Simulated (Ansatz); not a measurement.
# H2Al–AsH2, H$_{2}$Ga–AsH$_{2}$: atomization energies

Ansatz 0.2.0, basis cc-pVTZ; geometries are PBE0/def2-TZVP minima. Wave-function levels freeze the cores with the filled d shells of p-block atoms; HF, MP2 and coupled cluster are restricted for singlets and unrestricted otherwise, atoms included, restricted open-shell where a d shell is frozen. The reference is CCSDT(Q) (coupled cluster only where its series has nearly closed). An error is the level's value less the reference. None of these values is a measured one. Energies are electronic, without zero-point terms. No spin–orbit coupling and no scalar relativity. The species are chosen: bound, without strong static correlation by their natural occupations or amplitudes, in their lowest spin state as far as vertical gaps and like structures tell, and with a ladder that closes on the reference, so errors are smaller than for species at large; levels whose determinant breaks symmetry or spin markedly are left out.

| species | bonds (Å) | quantity | symmetry of the states | reference | value (kcal/mol) | error CCSD | error CCSD(T) | error CCSDT |
| --- | --- | --- | --- | --- | --- | --- | --- | --- |
| H2Al–AsH2, singlet | Al–As 2.429, Al–H 1.587, As–H 1.522, angles at As 91/93°, angles at Al 120° | atomization | A' | CCSDT(Q) | 323.0 | -3.5 | -0.3 | -0.2 |
| H2Ga–AsH2, singlet | Ga–As 2.414, Ga–H 1.570, As–H 1.521, angles at As 93/94°, angles at Ga 119/121° | atomization | A' | CCSDT(Q) | 308.2 | -3.6 | -0.3 | -0.2 |

The reference falls from Al to Ga, by 14.8 kcal/mol in all.
